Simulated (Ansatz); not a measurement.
Cl–Al–GaH⁺, doublet in cc-pVDZ: errors against UCCSDT(Q)

Geometry: that of the Cl–Al–GaH, triplet, kept fixed.

```yaml
atoms:
  - { symbol: Cl, position_ang: [0.0000, -0.2241, 2.6351] }
  - { symbol: Al, position_ang: [0.0000, 0.5840, 0.6943] }
  - { symbol: Ga, position_ang: [0.0000, -0.1160, -1.5641] }
  - { symbol: H, position_ang: [0.0000, 0.2730, -3.0821] }
```

Basis cc-pVDZ; Ansatz 0.2.0. Only valence electrons are correlated (noble-gas cores and the filled d shells of p-block atoms frozen), which leaves 13 electrons in 44 orbitals. R marks a restricted (for open shells ROHF) determinant, U an unrestricted one. Active spaces: frontier = (9e, 9o) about the gap. No spin–orbit coupling is included, and no scalar relativity.

Full CI isn't at hand for all of this; UCCSDT(Q) serves as the reference, and is uncertain by the last step of the cluster series or more. The frozen core follows each run's orbitals, which can shift R against U totals by a few meV for light atoms and by up to 0.1 eV past Ca.

The UHF ⟨S²⟩ is 0.789 and the T1 diagnostic (RCCSD) is 0.0249. The largest doubles amplitude (RCCSD) is 0.046. The T1 diagnostic (UCCSD) is 0.0208.

| level | E − E(UCCSDT(Q)) (kJ/mol) | wall time |
| --- | --- | --- |
| UHF | 664.9 | – |
| UMP2 | 109.9 | – |
| UCCSD | 21.7 | – |
| UCCSD(T) | 4.5 | 10 s |
| UCCSDT | 1.4 | – |

Run but not shown, since their state, orbitals or frozen core can't be matched to the reference's or they repeat it: RHF, RMP2, CISD, RCCSD, RCCSD(T), BCCD(T), RCCSDT, RCCSDT(Q), CASSCF (frontier space), MRCISD (frontier space), MRCISD+Q (frontier space).

Times hold each run's SCF and search for its determinant on a shared host, so for small cases they say little of a method's own cost; they ran on 1 thread of Arm Neoverse V2.
